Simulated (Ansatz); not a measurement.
**C3H5NO: up Jacob's ladder to CCSD(T)**

An exercise on one series of results from a longer session: the logs are not shown, and one member is left open.

Program: Ansatz 0.2.0, Gaussian basis. Level of theory: functionals in def2-TZVPP, the program's frozen cores in correlated methods. These are calculated values, not measurements.

The runs, in order: LDA (SPW92), PBE-D4, revPBE-D4, BLYP-D4, r2SCAN-D4, B97M-V, PBE0-D4, B3LYP-D4, r2SCANh-D4, r2SCAN0-D4, HSE06-D4, BHLYP-D4, CAM-B3LYP-D4, LC-ωPBE, ωB97X-V, ωB97M-V, B2PLYP, PBE-QIDH; CCSD(T)/def2-SVP; CCSD(T)/def2-TZVPP; MP2/def2-QZVPP; extrapolation to the limit; RPA on PBE.

### The geometry

All runs share one geometry, relaxed beforehand with PBE0-D4 in a triple-zeta def2 set.

SMILES `COC#CN`, 10 atoms, charge 0, spin multiplicity 1.

Atoms are counted from 1 here; the program's logs count them from 0.

Bond lengths: C1–O2 1.429 Å, C1–H6 1.092 Å, C1–H7 1.092 Å, C1–H8 1.089 Å, O2–C3 1.301 Å, C3–C4 1.201 Å, C4–N5 1.351 Å, N5–H9 1.009 Å, N5–H10 1.009 Å. Angles: O2–C1–H6 110.2°, O2–C1–H7 110.2°, O2–C1–H8 106.3°, H6–C1–H7 109.7°, H6–C1–H8 110.2°, H7–C1–H8 110.2°, C1–O2–C3 114.5°, O2–C3–C4 178.3°, C3–C4–N5 177.4°, C4–N5–H9 114.9°, C4–N5–H10 114.9°, H9–N5–H10 111.6°.

The first run:

in.yaml reads:

```yaml
crystal:
  periodic: [false, false, false]
  atoms:
    - {symbol: C, position_ang: [-1.339197, -1.580275, -0.130100]}
    - {symbol: O, position_ang: [-0.093194, -1.341269, 0.528486]}
    - {symbol: C, position_ang: [0.410584, -0.160748, 0.315857]}
    - {symbol: C, position_ang: [0.904060, 0.920550, 0.140880]}
    - {symbol: N, position_ang: [1.410647, 2.150951, -0.092417]}
    - {symbol: H, position_ang: [-2.090161, -0.865058, 0.213091]}
    - {symbol: H, position_ang: [-1.216169, -1.494342, -1.212108]}
    - {symbol: H, position_ang: [-1.635994, -2.593630, 0.135339]}
    - {symbol: H, position_ang: [1.458107, 2.750685, 0.717704]}
    - {symbol: H, position_ang: [2.274616, 2.162034, -0.613632]}
basis:
  gaussian: {orbitals: def2-TZVPP}
hamiltonian: {xc: lda}
output: {orbitals: {seedname: orbitals}}
```

Started as:

```
ansatz run in.yaml --threads 2 --pin off --events-out ev --progress --plain --max-ram 4352MiB
```

Steps of the session up to this table: LDA; PBE-D4 (GGA); revPBE-D4 (GGA); BLYP-D4 (GGA); r2SCAN-D4 (meta-GGA); B97M-V (meta-GGA); PBE0-D4 (hybrid); B3LYP-D4 (hybrid); r2SCANh-D4 (hybrid); r2SCAN0-D4 (hybrid); HSE06-D4 (hybrid); BHLYP-D4 (hybrid); CAM-B3LYP-D4 (range-separated); LC-ωPBE (range-separated); ωB97X-V (range-separated); ωB97M-V (range-separated); B2PLYP (double hybrid); PBE-QIDH (double hybrid).

One of the session's tables, all rows but one given; the rest of the session is left out.

It belongs to the step «Orbital energies across the functionals». 

| functional | HOMO (eV) | LUMO (eV) | gap (eV) |
| --- | --- | --- | --- |
| LDA (SPW92) | -4.97 | 0.10 | 5.07 |
| PBE-D4 | -4.79 | 0.19 | 4.98 |
| revPBE-D4 | -4.72 | 0.22 | 4.94 |
| BLYP-D4 | -4.66 | 0.11 | 4.77 |
| r2SCAN-D4 | -4.99 | 0.98 | 5.97 |
| B97M-V | -5.05 | 0.43 | 5.48 |
| PBE0-D4 | -6.03 | 1.02 | 7.05 |
| B3LYP-D4 | -5.82 | 0.63 | 6.45 |
| r2SCANh-D4 | -5.46 | 1.22 | 6.67 |
| r2SCAN0-D4 | -6.17 | 1.55 | 7.72 |
| HSE06-D4 | -5.63 | 0.65 | 6.28 |
| BHLYP-D4 | -7.18 | 1.57 | 8.75 |
| CAM-B3LYP-D4 | -7.39 | 1.74 | 9.13 |
| LC-ωPBE | -8.73 | 3.11 | 11.83 |
| ωB97X-V | -8.36 | 2.90 | 11.26 |
| ωB97M-V | ? | ? | ? |

Q: Estimate the row for ωB97M-V from the others.

The run gave: HOMO (eV): -8.26; LUMO (eV): 2.40; gap (eV): 10.67. In the column «HOMO (eV)» it lies between ωB97X-V (-8.36) and CAM-B3LYP-D4 (-7.39).
